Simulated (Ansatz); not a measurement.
One change: `FCC(F)F` becomes `OC(F)CF`.

Ansatz, PBE0-D4/def2-TZVP geometries, multiplicity 1. Each molecule was computed in one conformer, which needn't be the lowest.

| property | `FCC(F)F` |
| --- | --- |
| zero-point energy (PBE0-D4/def2-TZVP) / kJ/mol | 141.1 |
| LUMO energy (PBE0/def2-TZVPP) / eV | 1.37 |
| HOMO–LUMO gap (PBE/def2-TZVPP) / eV | 8.18 |
| LUMO energy (ωB97M-V/def2-TZVPP) / eV | 3.08 |
| LUMO energy (B3LYP/def2-TZVPP) / eV | 1.02 |
| ideal-gas entropy at 298 K and 1 bar (rigid rotor, harmonic PBE0-D4/def2-TZVP) / J/(mol·K) | 302 |

Q: What does the change do to each property? (Estimate.)

A: Ansatz gave: 
| property | `OC(F)CF` | shift |
| --- | --- | --- |
| zero-point energy (PBE0-D4/def2-TZVP) / kJ/mol | 174.4 | 33.3 |
| LUMO energy (PBE0/def2-TZVPP) / eV | 1.06 | -0.31 |
| HOMO–LUMO gap (PBE/def2-TZVPP) / eV | 7.50 | -0.68 |
| LUMO energy (ωB97M-V/def2-TZVPP) / eV | 2.70 | -0.38 |
| LUMO energy (B3LYP/def2-TZVPP) / eV | 0.67 | -0.35 |
| ideal-gas entropy at 298 K and 1 bar (rigid rotor, harmonic PBE0-D4/def2-TZVP) / J/(mol·K) | 304 | 2 |

With PBE0 the HOMO rises by 0.53 eV and the LUMO falls by 0.31 eV, so the gap narrows by about 0.84 eV. PBE moves the HOMO by 0.48 eV and ωB97M-V by 0.51 eV. The zero-point energy changes by 33.3 kJ/mol with +3 modes.

B3LYP here is the variant with VWN-RPA as its local correlation; programs differ in this.
